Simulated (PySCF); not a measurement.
# Worked example: the step energy

An elementary step of AlH2Cl, singlet (AlH₂Cl ([AlH2][Cl]) → AlCl + H₂; Al–H, Al–H broken or loosened, H–H formed or tightened). “Start” and “end” are the PBE0-D4/def2-TZVP structures reached by relaxing down either side of its saddle point, with the molecules still in contact.

Program: PySCF 2.14 with density fitting (its default auxiliary sets; JK sets also for MP2 and CCSD(T)). Basis: def2-TZVPP and def2-QZVPP. Cores are frozen in the correlated methods.

Energies in eV:

| quantity | end | start |
| --- | --- | --- |
| Hartree–Fock, triple zeta (X = 3) | -19119.56463 | -19120.42228 |
| Hartree–Fock, quadruple zeta (X = 4) | -19120.09825 | -19120.96873 |
| MP2 correlation, X = 3 | -7.44661 | -7.35162 |
| MP2 correlation, X = 4 | -8.15850 | -8.06152 |
| CCSD(T) correlation, X = 3 | -8.70754 | -8.54458 |

(1) Work out the step energy at the basis limit: extrapolate Hartree–Fock as E(X) = E∞ + A exp(−7.88 √X) and the MP2 correlation as E(X) = E∞ + B X^−2.97 (the exponents that Neese and Valeev fitted for def2-TZVPP and QZVPP), then add CCSD(T) − MP2 in triple zeta.

No T1 diagnostic of these runs exceeds 0.024. The restricted Hartree–Fock reference is unstable towards an unrestricted one at one or more of these structures. A large double-excitation amplitude points to some diradical character; no triplet was computed.

Results:

(1) Each step is linear, so take the differences first (end − start): Hartree–Fock 0.85765 (X = 3) and 0.87048 (X = 4); MP2 correlation -0.09499 and -0.09698; CCSD(T) correlation -0.16296.
Two points give E∞ = E(4) + w [E(4) − E(3)], with w = 1/(exp(7.88 (2 − √3)) − 1) = 0.1377 for Hartree–Fock and w = 1/((4/3)^2.97 − 1) = 0.7407 for the correlation.
Hartree–Fock: 0.87048 + 0.1377 × 0.01283 = 0.8722 eV.
MP2 correlation: -0.09698 + 0.7407 × (-0.00199) = -0.0985 eV.
CCSD(T) − MP2: -0.16296 − (-0.09499) = -0.0680 eV.
Sum: 0.8722 + (-0.0985) + (-0.0680) = 0.7057 eV, or 16.27 kcal/mol. Plain CCSD(T) in triple zeta gives 0.6947 eV, so the larger basis shifts the result by 0.0110 eV.

Labels in which every atom is bracketed show which atoms are joined, not bond orders.

For scale, one of the runs: CCSD(T)/def2-TZVPP, 112 basis functions, launched by `OMP_NUM_THREADS=4 python run.py`. Hardware: 4 CPU threads of an AMD EPYC 9B45, shared host. Wall time about 7.7 s.
